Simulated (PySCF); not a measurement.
Basis-set dependence of P₂⁺ at MP2

PySCF, UHF reference; doublet, unpaired electrons π ↑; De to P⁺ + P without counterpoise correction. Frozen cores follow the default of each basis and core potential.

```json
{"basis": "def2-SVP", "relativity": "no relativity", "functions": "36", "Re (Å)": "2.011", "ωe (cm⁻¹)": "643", "De (eV)": "4.02", "frozen orbitals": "10"}
{"basis": "6-311G(d,p)", "relativity": "no relativity", "functions": "52", "Re (Å)": "2.000", "ωe (cm⁻¹)": "633", "De (eV)": "3.89", "frozen orbitals": "10"}
{"basis": "aug-pcseg-1", "relativity": "no relativity", "functions": "54", "Re (Å)": "2.015", "ωe (cm⁻¹)": "634", "De (eV)": "4.05", "frozen orbitals": "10"}
{"basis": "def2-TZVPPD", "relativity": "no relativity", "functions": "96", "Re (Å)": "1.991", "ωe (cm⁻¹)": "661", "De (eV)": "4.62", "frozen orbitals": "10"}
```

**Question.** How does each smaller set differ from the one with most functions, def2-TZVPPD?

**Answer.** def2-SVP: +2.0 pm, -2.7 % in ωe, -0.60 eV in De; 6-311G(d,p): +0.9 pm, -4.2 % in ωe, -0.73 eV in De; aug-pcseg-1: +2.4 pm, -4.1 % in ωe, -0.57 eV in De. All at MP2; the set with most functions is neither the basis-set limit nor always the best.

Correlated steps freeze 10 core orbitals. Correlated levels converge slowly with the basis: in double zeta they bind strong bonds too weakly, by up to about 1 eV, and carry superposition errors of some tenths. The state is the lowest determinant that a PBE0 search found; another state may lie lower at other levels.
